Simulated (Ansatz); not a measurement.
Geometry optimisation, Ansatz, RKS B3LYP/6-31G*.

Input:

```yaml
crystal:
  periodic: [false, false, false]
  atoms:
    - { symbol: Al, position_ang: [0.318264, 0.533708, -0.246811] }
    - { symbol: O, position_ang: [-0.44218, -0.27766, 2.500788] }
    - { symbol: H, position_ang: [-1.405976, -0.355738, 2.578437] }
    - { symbol: H, position_ang: [1.57441, -0.414372, -0.455196] }
    - { symbol: H, position_ang: [-1.100393, 0.233505, -0.902704] }
    - { symbol: P, position_ang: [0.531052, 2.473139, 0.971329] }
    - { symbol: H, position_ang: [1.83161, 2.883662, 0.577008] }
    - { symbol: H, position_ang: [-0.182743, 3.36401, 0.125228] }
    - { symbol: H, position_ang: [-0.255245, 0.671146, 2.708523] }
basis:
  gaussian: { orbitals: "6-31G*" }
hamiltonian:
  xc: b3lyp
relax:
  f_tol: 0.03
  max_steps: 50
```

Command:

```bash
$ ansatz run input.yaml --threads 1 --pin off --max-ram 2048MiB --backend cpu --events-out ev --progress --plain --runs-dir out
```

Task: Where does it end, and by what steps?

Result: It converged. After 8 steps the energy has fallen by 0.576 eV; H3 moved furthest, 0.53 Å. Joined: Al1–O2 (2.96 → 2.05 Å).

```
step  energy less start (eV)  largest force component (eV/Å)  accepted
   0                  0.0000                           0.719       yes
   1                 -0.1164                           1.301       yes
   2                 -0.3637                           1.188       yes
   3                 -0.5187                           0.861       yes
   4                 -0.5583                           0.507       yes
   5                 -0.5714                           0.221       yes
   6                 -0.5726                           0.142       yes
   7                 -0.5757                           0.088       yes
   8                 -0.5761                           0.012       yes
```

```xyz
9
Properties=species:S:1:pos:R:3
Al 0.203 0.471 0.197
O -0.352 -0.196 2.059
H -1.275 -0.500 2.080
H 1.461 -0.442 -0.142
H -1.213 0.214 -0.505
P 0.605 2.675 1.012
H 1.872 2.925 0.420
H -0.149 3.410 0.057
H -0.283 0.554 2.680
```

Time of the run: 28 s on 1 thread of Arm Neoverse V1 (shared host), peak memory 0.13 GiB.
